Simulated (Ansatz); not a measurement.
Geometry optimisation, RKS CAM-B3LYP-D4/def2-SVP in Ansatz.

Input file:

```yaml
crystal:
  periodic: [false, false, false]
  atoms:
    - { symbol: B, position_ang: [0.0, 0.0, 0.0] }
    - { symbol: C, position_ang: [1.0599, 0.0, 1.4549] }
    - { symbol: H, position_ang: [0.0603, -0.3092, 1.8254] }
    - { symbol: H, position_ang: [1.8275, -0.7111, 1.8254] }
    - { symbol: H, position_ang: [1.2919, 1.0203, 1.8254] }
    - { symbol: H, position_ang: [1.3894, 0.0, -0.0408] }
    - { symbol: H, position_ang: [-1.0305, 0.0, -0.595] }
basis:
  gaussian: { orbitals: def2-SVP }
hamiltonian:
  xc: cam_b3lyp
  dispersion: d4
relax:
  f_tol: 0.15
  max_steps: 25
  restrain:
    - { distance: [1, 5], at: 2.31, k: 30.0 }
    - { distance: [0, 1], at: 1.6, k: 30.0 }
    - { distance: [0, 5], at: 1.19, k: 30.0 }
```

Command:

```bash
$ ansatz run input.yaml --threads 1 --pin off --max-ram 2048MiB --backend cpu --events-out ev --progress --plain --runs-dir out
```

Task: Where does it end, and by what steps?

Result: It converged. The restraints hold the end off the free minimum. After 5 steps the energy has fallen by 5.289 eV (the restraints' own energy left out); H6 moved furthest, 0.67 Å.

```tsv
step	energy less start (eV)	largest force component (eV/Å)	accepted
0	0.0000	6.854	yes
1	-1.9375	5.451	yes
2	-3.4167	3.412	yes
3	-4.8829	1.482	yes
4	-5.2772	0.752	yes
5	-5.2887	0.757	yes
```

```xyz
7
Properties=species:S:1:pos:R:3
B 0.401 -0.010 0.037
C 0.792 -0.042 1.559
H -0.013 -0.244 2.272
H 1.631 -0.736 1.732
H 1.185 0.967 1.789
H 1.329 0.117 -0.700
H -0.726 -0.051 -0.394
```

Run time: 9 s on 1 thread of Arm Neoverse V1 (shared host), peak memory 0.11 GiB.
